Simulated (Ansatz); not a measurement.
Density of states of Mg$_{2}$FeH$_{6}$ (Fm-3m, a = 6.279 Å, b = 6.279 Å, c = 6.279 Å, α = 90.00°, β = 90.00°, γ = 90.00°), in states per eV and primitive cell, averaged over bins of 0.4 eV. Theory: Ansatz 0.2.0, DFT LDA, scalar-relativistic, plane waves, PAW.

Plane waves to 420 eV, a k mesh through Γ of 8×8×8 on the computed 9-atom cell and Gaussian smearing (0.02 eV); no spin polarisation.

The cell is relaxed at this level. The states (both spins) are summed by tetrahedra on a 12×12×12 mesh at the self-consistent density. Energies are bin centres; the table starts no lower than −8 eV and ends at 6 eV, or lower where the solved bands end.

The gap is 1.79 eV at this level, with the zero inside it.

| E − E_F (eV) | total | Fe 3d | H 1s | Mg 3s | Fe 4s |
| --- | --- | --- | --- | --- | --- |
| -7.85 | 0.97 | 0.03 | 0.63 | 0.09 | 0.21 |
| -7.45 | 0.56 | 0.02 | 0.39 | 0.07 | 0.07 |
| -7.05 | 1.12 | 0.09 | 0.85 | 0.12 | 0.05 |
| -6.65 | 0.92 | 0.08 | 0.69 | 0.07 | 0.06 |
| -6.25 | 1.03 | 0.11 | 0.73 | 0.12 | 0.06 |
| -5.85 | 1.39 | 0.15 | 0.92 | 0.24 | 0.05 |
| -5.45 | 1.70 | 0.26 | 1.10 | 0.26 | 0.04 |
| -5.05 | 3.04 | 0.83 | 1.84 | 0.28 | 0.03 |
| -4.65 | 4.09 | 1.50 | 2.36 | 0.13 | 0.02 |
| -4.25 | 2.65 | 1.01 | 1.45 | 0.10 | 0.04 |
| -3.85 | 2.23 | 0.73 | 1.27 | 0.13 | 0.06 |
| -3.45 | 1.96 | 0.45 | 1.33 | 0.06 | 0.03 |
| -3.05 | 2.64 | 0.46 | 1.98 | 0.04 | 0.02 |
| -2.65 | 1.92 | 0.12 | 1.65 | 0.02 | 0.01 |
| -2.25 | 0.29 | 0.19 | 0.02 | 0.06 | 0.00 |
| -1.85 | 1.35 | 1.04 | 0.08 | 0.16 | 0.00 |
| -1.45 | 4.55 | 3.86 | 0.25 | 0.18 | 0.01 |
| -1.05 | 8.83 | 8.14 | 0.28 | 0.06 | 0.01 |
| -0.65 | 0.00 | 0.00 | 0.00 | 0.00 | 0.00 |
| -0.25 | 0.00 | 0.00 | 0.00 | 0.00 | 0.00 |
| 0.15 | 0.00 | 0.00 | 0.00 | 0.00 | 0.00 |
| 0.55 | 0.00 | 0.00 | 0.00 | 0.00 | 0.00 |
| 0.95 | 0.21 | 0.12 | 0.07 | 0.00 | 0.00 |
| 1.35 | 0.82 | 0.41 | 0.28 | 0.03 | 0.01 |
| 1.75 | 1.71 | 0.74 | 0.61 | 0.13 | 0.01 |
| 2.15 | 1.40 | 0.54 | 0.50 | 0.16 | 0.00 |
| 2.55 | 0.66 | 0.25 | 0.26 | 0.04 | 0.00 |
| 2.95 | 1.38 | 0.51 | 0.56 | 0.08 | 0.00 |
| 3.35 | 2.29 | 0.68 | 0.69 | 0.57 | 0.01 |
| 3.75 | 1.84 | 0.41 | 0.43 | 0.69 | 0.01 |
| 4.15 | 2.72 | 0.51 | 0.68 | 1.02 | 0.01 |
| 4.55 | 1.87 | 0.31 | 0.50 | 0.64 | 0.03 |
| 4.95 | 2.05 | 0.24 | 0.37 | 0.51 | 0.04 |
| 5.35 | 2.22 | 0.19 | 0.42 | 0.50 | 0.03 |
| 5.75 | 1.95 | 0.10 | 0.27 | 0.37 | 0.07 |

The columns after the total are the main Löwdin projections on the occupied valence shells of the potentials; 1 other is left out. The rest of the total lies in those, in shells that are empty in the free atom, which aren't projected, and between the atoms.

A ferromagnetic start lost its moments in a first run, so spin was left out; other magnetic orders weren't tried.

Cost: 1 run of about 2.8 core-minutes, on Intel Xeon Processor @ 2.50GHz (Skylake/Cascade Lake) (shared hosts).